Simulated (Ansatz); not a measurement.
C3H6O2 can be A, `COCC=O`, or B, `C=C(O)OC`.

Calculated with Ansatz (gas phase, PBE0-D4/def2-TZVP geometries, no zero-point term in ΔE). CBS: MP2 limit from def2 TZ/QZ plus the TZ coupled-cluster correction, frozen cores. Functionals use def2-TZVPP. B3LYP here is the variant with VWN-RPA as its local correlation; programs differ in this. One conformer a species, not always the lowest.

Which isomer does CCSD(T)/CBS put lower? Give the gap. (An estimate is asked.)

Computed: B, by 4.8 kcal/mol.

Give E(B) − E(A) in kcal/mol with CCSD/def2-TZVPP, HF/def2-TZVPP, MP2/def2-TZVPP, PBE-D4, ωB97M-V, B3LYP-D4, B2PLYP. (Estimate.)

Ansatz gave: CCSD/def2-TZVPP -3.4, HF/def2-TZVPP -1.8, MP2/def2-TZVPP -4.8, PBE-D4 -5.6, ωB97M-V -5.3, B3LYP-D4 -4.6, B2PLYP -4.1. None reverses the order clearly.

Largest T1 diagnostic: 0.013.

In def2-TZVPP, CCSD(T) changes the Hartree–Fock value by −2.1 kcal/mol (the triples alone add −0.4 kcal/mol) and MP2 by −3.1 kcal/mol.
